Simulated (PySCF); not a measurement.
Molecule: SMILES CP(C)C, C$_{3}$H$_{9}$P.

Numbering as in the mapped SMILES `[CH3:1][P:2]([CH3:3])[CH3:4]` (H(Xn): hydrogen on atom n).

Geometry PBE0-D3(BJ)/def2-SVP throughout; GIAO in PySCF 2.14.0 with density-fitted response routines, gas phase, one conformer, non-relativistic; equivalent atoms averaged; basis pcSseg-2.

(1) How do the absolute shieldings σ depend on the functional? (ppm; last column core-seconds on 1 thread of an Arm Neoverse V1, shared host; the GGAs took longer than the global hybrids here, which isn't the general rule, and the cause wasn't traced)

(2) Which nucleus moves most, in ppm?

## Answers

(1) 
```
functional           kind  C1/C3/C4     P2  H(C1)/H(C3)/H(C4)  core-s
        HF   Hartree–Fock     174.1  412.4              30.82      18
       LDA            LDA     158.7  339.2              29.85      33
       PBE            GGA     158.4  355.2              30.25      39
      BLYP            GGA     153.1  326.3              30.44      39
      BP86            GGA     158.4  350.6              30.30      39
      OPBE            GGA     165.4  396.4              30.29      39
       KT2            GGA     161.9  385.9              30.27      39
       KT3            GGA     161.3  387.3              30.44      39
     B97-D            GGA     158.1  353.7              30.44      39
     B3LYP  global hybrid     158.5  345.7              30.48      27
      PBE0  global hybrid     164.5  377.3              30.34      27
  mPW1PW91  global hybrid     164.1  373.2              30.39      27
```

(2) P2 (phosphorus bonded to 3 C): from 326.3 ppm with BLYP to 412.4 ppm with HF. The smallest spread is 0.98 ppm, at H(C1)/H(C3)/H(C4). Proton shifts span only some 12 ppm, so a few tenths of a ppm matter as much there as several ppm in carbon.
